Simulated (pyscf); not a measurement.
Single points on ωB97X-D3(BJ)/def2-SVP structures (PySCF, gas phase). MP2 and CC: frozen core, UHF for open shells. ΔMP2 is the change of the MP2 total energy from the triple- to the quadruple-zeta basis.

Problem. For the elementary gas-phase step `[OH][AlH2]` + `[SiH4]` -> `[AlH3]` + `[OH][SiH3]` (singlet surface; Al–O, H–Si broken, Al–H, O–Si formed), what barrier and reaction energy does CCSD(T)/def2-TZVPP + ΔMP2(QZVPP) give, measured from the separated reactants?

Solution. ΔE‡ = 21.5 kJ/mol, ΔE = +63.0 kJ/mol. Zero-point energy shifts the barrier by +11.0 kJ/mol. It is a four-centre exchange, with an imaginary mode of 298i cm⁻¹. On the reactant side the descent ends in a complex, 26.5 kJ/mol under the separated species and 31.0 kJ/mol under the saddle at ωB97X-D3(BJ)/def2-TZVP. On the product side the descent ends in an adduct with a Al–O contact, 98.3 kJ/mol under the separated species and 41.8 kJ/mol under the saddle at ωB97X-D3(BJ)/def2-TZVP. At CCSD(T) the saddle lies under the separated products, which points to a path from their complex (located at ωB97X-D3(BJ) alone), and parting the products costs more than the saddle. What is counted as broken (Al–O) persists as a longer contact in the product adduct; parting that adduct is a step of its own. At the saddle there is also a short Al–Si contact that neither side keeps. At ωB97X-D3(BJ) the barrier from the zero used here is 4.5 kJ/mol. This is the saddle that the search found; another between the same sides may lie lower. The CCSD(T) − MP2 part came from Ansatz, without density fitting, on the same reference.
